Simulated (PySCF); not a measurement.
Compound: C4H4FN.
Atom-mapped SMILES: `[F:1][c:2]1[cH:3][cH:4][cH:5][nH:6]1` (hydrogens: H7 on C3; H8 on C4; H9 on C5; H10 on N6)

Theory: PBE/def2-SVP geometry optimisation, gas phase (PySCF).

(1) List the bond lengths and angles at this level.

## Answers

(1) 
```tsv
bond	length (Å)	order
F1–C2	1.336	single
C2–C3	1.383	aromatic
C3–C4	1.434	aromatic
C4–C5	1.388	aromatic
C5–N6	1.386	aromatic
C2–N6	1.371	aromatic
C3–H7	1.094	single
C4–H8	1.096	single
C5–H9	1.095	single
N6–H10	1.019	single
```

Orders are formal, as drawn. A selection of angles:
```tsv
angle	degrees
F1–C2–C3	130.9
F1–C2–N6	119.2
C3–C2–N6	109.9
C2–C3–C4	105.6
C2–C3–H7	126.1
C4–C3–H7	128.3
C3–C4–C5	108.2
C3–C4–H8	126.2
C5–C4–H8	125.6
C4–C5–N6	107.6
C4–C5–H9	131.4
N6–C5–H9	121.0
C5–N6–H10	126.8
C2–N6–C5	108.7
C2–N6–H10	124.6
```

N6 (pyrrole-type nitrogen) is planar (angles 126.8°, 124.6° and 108.7°, sum 360.0°, 0.00 Å off the plane of its three neighbours). The C–C distances run from 1.383 Å (C2–C3, aromatic) to 1.434 Å (C3–C4, aromatic), a spread of 0.051 Å. The 6 heavy atoms lie in one plane (0.001 Å rms). The 5-membered ring C2–C3–C4–C5–N6 has internal angles of 105.6° to 109.9° (sum 540°, against 540° for a flat polygon); it is planar, 0.00 Å rms from its mean plane, widest ring torsion 0°.

Point group: Cs (tolerance 0.08 Å). Whether it is a minimum is left open (no frequencies).
